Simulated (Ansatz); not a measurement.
in.yaml

```yaml
crystal:
  periodic: [false, false, false]
  atoms:
    - {symbol: Al, position_ang: [0.000000, 0.000000, 0.000000]}
    - {symbol: N, position_ang: [0.000000, 0.000000, 1.789283]}
basis:
  gaussian: {orbitals: cc-pVDZ}
magnetization: {spin_polarized: false, initial_magnetization: 2}
correlation: {method: fci, electrons: outside_noble_gas}
```

```sh
$ ansatz run in.yaml --threads 2 --pin off --events-out ev --progress --plain --max-ram 24576MiB --backend cuda --devices 0, --max-vram 18GiB
```

Output:

```
569 factors; integrals over basis functions are off by at most 1.8e-7 eV
mean field evaluation 1: about -8058.6786 eV, gradient 2.3e1 eV
mean field evaluation 2: about -8058.6813 eV, gradient 2.3e1 eV
mean field evaluation 4: about -8060.9514 eV, gradient 2.7e0 eV
mean field evaluation 8: about -8061.6486 eV, gradient 1.5e0 eV
mean field evaluation 16: about -8061.7549 eV, gradient 9.4e-7 eV
mean field evaluation 32: about -8048.8670 eV, gradient 3.0e1 eV
mean field evaluation 64: about -8056.2759 eV, gradient 1.1e1 eV
mean field evaluation 96: about -8062.1066 eV, gradient 9.7e-1 eV
mean field evaluation 128: about -8061.6078 eV, gradient 3.3e0 eV
mean field evaluation 160: about -8058.7369 eV, gradient 2.4e-6 eV
mean field -8062.17977293 eV, -296.2796419133 hartree, gradient 2.1e-6 eV, S^2 2.000000; 12 other end points of the search recorded, 0 dependent functions left out
mean field evaluation 192: about -8062.3131 eV, gradient 3.9e-1 eV
mean field evaluation 224: about -8059.5773 eV, gradient 2.0e-1 eV
mean field evaluation 256: about -8061.9670 eV, gradient 1.1e-2 eV
determinant -8062.17977293 eV, -296.2796419133 hartree, with singles and doubles -8066.84441401 eV, -296.4510643112 hartree
determinant -8061.75485403 eV, -296.2640264321 hartree, with singles and doubles -8066.88663341 eV, -296.4526158456 hartree
determinant -8058.73690786 eV, -296.1531189560 hartree, with singles and doubles -8064.49263672 eV, -296.3646380900 hartree
determinant -8062.17977293 eV, -296.2796419133 hartree, with singles and doubles -8066.84461787 eV, -296.4510718029 hartree
determinant -8061.75485403 eV, -296.2640264321 hartree, with singles and doubles -8066.89963945 eV, -296.4530938088 hartree
6 core orbitals not correlated: weight in the atoms' cores, before any rotation towards them, 1.000 or more for the frozen orbitals, at most 0.000 for the correlated occupied ones
reference -8062.17977293 eV, -296.2796419133 hartree; 5, 3 occupied and 21, 23 virtual orbitals, 569 factors
state -8067.17316994 eV, -296.4631458688 hartree
6 core orbitals not correlated: weight in the atoms' cores, before any rotation towards them, 1.000 or more for the frozen orbitals, at most 0.000 for the correlated occupied ones
state -8067.17398845 eV, -296.4631759487 hartree
Total energy: -8067.17398845 eV, -296.4631759487 hartree
```

Ran on 2 threads of AMD EPYC 7R13 with a shared H100 80 GB, shared host: 23 s wall, 0.8 GiB peak host memory.
